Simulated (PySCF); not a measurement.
# TDDFT excited states: H3O4P

Species: H3O4P.
SMILES: `OP(O)(=O)O`

Computed, not measured: TDDFT CAM-B3LYP/def2-SVPD, vertical, gas phase, core orbitals frozen in the response in PySCF. Isolated species at its PBE0-D3(BJ)/def2-SVP geometry (one conformer only). Torsions of this conformer, `[O:1]=[P:2]([OH:3])([OH:4])[OH:5]`: H–O3–P2–O1 44°, H–O4–P2–O1 23°, H–O5–P2–O1 176°.

```tsv
state	E (eV)	λ (nm)	f	|μ| (D)	main configurations (H = HOMO, L = LUMO)
S1	7.61	162.9	0.025	0.92	H→L (92%)
S2	7.79	159.2	0.019	0.80	H-1→L (90%)
S3	8.48	146.2	0.018	0.74	H-2→L (83%)
S4	8.88	139.5	0.016	0.69	H→L+1 (42%), H→L+2 (41%)
S5	8.95	138.5	0.016	0.68	H-1→L+2 (33%), H-1→L+1 (16%), H→L+1 (14%)
S6	9.09	136.4	0.015	0.65	H→L+1 (26%), H-1→L+2 (22%), H→L+2 (21%)
```

The lowest singlet lies at 7.61 eV (163 nm, vacuum ultraviolet) and is weak; its leading configuration is HOMO→LUMO (92%). The lowest level is also the most intense of those listed (f = 0.025). Löwdin shares by element: HOMO oxygen 88% or more, phosphorus 8%; LUMO oxygen 48% or more, phosphorus 20% (atoms not listed hold the other 32%). Orbital energies (eV): HOMO-3 -12.44, HOMO-2 -11.63, HOMO-1 -10.66, HOMO -10.47, LUMO 0.29, LUMO+1 1.37, LUMO+2 1.43. Of the 6 states listed, 6 reach f = 0.01 and none stays under 0.0005. Weighted by f, the mean energy of these states is 8.37 eV. Only the lowest 6 singlets were computed, as vertical energies without vibronic structure.

Time: 12 s wall; peak memory 0.64 GiB. Hardware: Intel Xeon Platinum 8375C at 2.90 GHz, one thread, no GPU, shared host.
